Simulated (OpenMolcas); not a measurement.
# A ladder of methods for BClF (SMILES F[B]Cl)

BClF has 3 atoms, charge 0, and is taken as a doublet. SMILES: `F[B]Cl`. Geometry: relaxed at GFN2-xTB.

```xyz
3

F     0.5259    1.0642    0.3957
B    -0.3912    0.3069   -0.1781
Cl   -0.1347   -1.3712   -0.2176
```

Each level gives the energy change with the B2–Cl3 bond stretched from 1.698 to 3.396 Å (eV). The values are calculated.

| level | kind | program | value (eV) | less FCI/STO-3G |
| --- | --- | --- | --- | --- |
| ROHF/STO-3G | Hartree–Fock | OpenMolcas | 3.06 | +0.35 |
| UPBE/STO-3G | GGA | OpenMolcas | 3.27 | +0.56 |
| U-r2SCAN/STO-3G | meta-GGA | OpenMolcas | 3.45 | +0.74 |
| UM06-2X/STO-3G | hybrid meta-GGA | OpenMolcas | 3.52 | +0.81 |
| UPBE0/STO-3G | global hybrid | OpenMolcas | 3.53 | +0.82 |
| CASSCF(3,3)/STO-3G | multireference | OpenMolcas | 2.68 | -0.03 |
| FCI/STO-3G | exact in the basis | OpenMolcas | 2.71 | 0.00 |

FCI/STO-3G is exact within its basis and frozen core, so for wave-function methods in that basis the difference is their error; functionals converge differently with the basis, so for them it is only a difference. The first shape isn't each level's own minimum. The values span 2.68 to 3.53 eV. All rows use very small basis sets, so even the best lies far from the true value.
